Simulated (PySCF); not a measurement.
# LiN: one state, many levels of theory

State: ³Σ⁻ (triplet), unpaired electrons π ↑↑. Set-up: basis Li pcseg-2, N pcseg-2; no relativity; PySCF 2.14. De refers to Li + N in their high-spin ground configurations, without counterpoise correction. The functionals are run spin-unrestricted. A positive dipole means Li(−)N(+).

```json
{"Level": "UHF", "Re (Å)": "1.857", "ωe (cm⁻¹)": "694", "De (eV)": "0.050", "μ (D)": "-7.34", "CPU s a point (SCF and correlation, without the integrals)": "0.11"}
{"Level": "UHF-MP2", "Re (Å)": "1.856", "ωe (cm⁻¹)": "693", "De (eV)": "1.35", "μ (D)": "n/a", "CPU s a point (SCF and correlation, without the integrals)": "0.15"}
{"Level": "UHF-SCS-MP2", "Re (Å)": "1.855", "ωe (cm⁻¹)": "690", "De (eV)": "1.44", "μ (D)": "n/a", "CPU s a point (SCF and correlation, without the integrals)": "n/a"}
{"Level": "UHF-CCSD", "Re (Å)": "1.855", "ωe (cm⁻¹)": "684", "De (eV)": "1.38", "μ (D)": "n/a", "CPU s a point (SCF and correlation, without the integrals)": "n/a"}
{"Level": "UHF-CCSD(T)", "Re (Å)": "1.859", "ωe (cm⁻¹)": "674", "De (eV)": "1.45", "μ (D)": "n/a", "CPU s a point (SCF and correlation, without the integrals)": "1.4"}
{"Level": "PBE", "Re (Å)": "1.881", "ωe (cm⁻¹)": "639", "De (eV)": "1.93", "μ (D)": "-6.38", "CPU s a point (SCF and correlation, without the integrals)": "0.2"}
{"Level": "PW91", "Re (Å)": "1.879", "ωe (cm⁻¹)": "641", "De (eV)": "1.97", "μ (D)": "-6.37", "CPU s a point (SCF and correlation, without the integrals)": "0.15"}
{"Level": "r²SCAN", "Re (Å)": "1.877", "ωe (cm⁻¹)": "647", "De (eV)": "1.65", "μ (D)": "-6.80", "CPU s a point (SCF and correlation, without the integrals)": "0.27"}
{"Level": "B3LYP", "Re (Å)": "1.860", "ωe (cm⁻¹)": "672", "De (eV)": "1.89", "μ (D)": "-6.70", "CPU s a point (SCF and correlation, without the integrals)": "0.24"}
{"Level": "PBE0", "Re (Å)": "1.857", "ωe (cm⁻¹)": "680", "De (eV)": "1.68", "μ (D)": "-6.83", "CPU s a point (SCF and correlation, without the integrals)": "0.35"}
{"Level": "M06-2X", "Re (Å)": "1.853", "ωe (cm⁻¹)": "699", "De (eV)": "1.74", "μ (D)": "-6.90", "CPU s a point (SCF and correlation, without the integrals)": "0.32"}
{"Level": "ωB97X", "Re (Å)": "1.863", "ωe (cm⁻¹)": "684", "De (eV)": "1.81", "μ (D)": "-7.09", "CPU s a point (SCF and correlation, without the integrals)": "0.26"}
```

The bond length runs from 1.853 Å (M06-2X) to 1.881 Å (PBE). De spans 0.05 eV (UHF, mean field) to 1.97 eV (PW91, GGA). Correlation at CCSD(T) changes the Hartree–Fock bond energy by +1.40 eV; the triples alone change it by +0.07 eV.

Correlated steps freeze 1 core orbital. The state was picked by a PBE0 search and need not be the measured ground state.

The whole job (state search and all levels along the bond) took about 0.77 min on 1 thread of Intel Xeon 6975P-C (shared host), peak memory 0.59 GiB.
